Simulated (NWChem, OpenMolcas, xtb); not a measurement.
## How methods differ on C2F2 (SMILES FC#CF)

C2F2 has 4 atoms, charge 0, and is taken as a singlet. As SMILES, `FC#CF`. The coordinates come from a PBE0-D4/def2-TZVP relaxation.

Each level gives the HOMO–LUMO gap (eV). The values are calculated.

| level | kind | program | value (eV) |
| --- | --- | --- | --- |
| GFN0-xTB | semi-empirical | xtb | 6.44 |
| HF/cc-pVTZ | Hartree–Fock | OpenMolcas | 17.07 |
| SVWN5/cc-pVTZ | LDA | NWChem | 6.58 |
| revPBE/cc-pVTZ | GGA | OpenMolcas | 6.54 |
| r2SCAN/cc-pVTZ | meta-GGA | OpenMolcas | 7.14 |
| B3LYP/cc-pVTZ | global hybrid | OpenMolcas | 8.71 |
| wB97X/cc-pVTZ | range-separated hybrid | NWChem | 14.25 |
| B2PLYP/cc-pVTZ | double hybrid | NWChem | 12.21 |

The values span 6.44 to 17.07 eV. Orbital gaps aren't excitation energies, and those of double hybrids come from the SCF part alone; they tend to grow with the share of exact exchange.
